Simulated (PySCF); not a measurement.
carbonyl sulfide (COS), SMILES O=C=S. Geometry optimised at PBE-D3(BJ)/def2-TZVP.

All values below come from PBE-D3(BJ)/def2-TZVP (PySCF 2.14.0).

Harmonic wavenumbers (cm⁻¹): 509, 509, 868, 2065. Rotational constants (GHz): 6.013 (linear); symmetry number 1.

Task: Work out the zero-point energy and the ideal-gas rigid-rotor harmonic-oscillator thermochemistry at 298.15 K and 1 atm.

Result: ZPE = ½ Σ hcν = ½ × 3951 cm⁻¹ = 23.63 kJ/mol. H − E(el) = 33.61 kJ/mol. Entropy in J/(mol K): translation 159.82, rotation 66.02, vibration 5.99, total 231.83. G − E(el) = -35.51 kJ/mol. Cp = 41.71 J/(mol K).
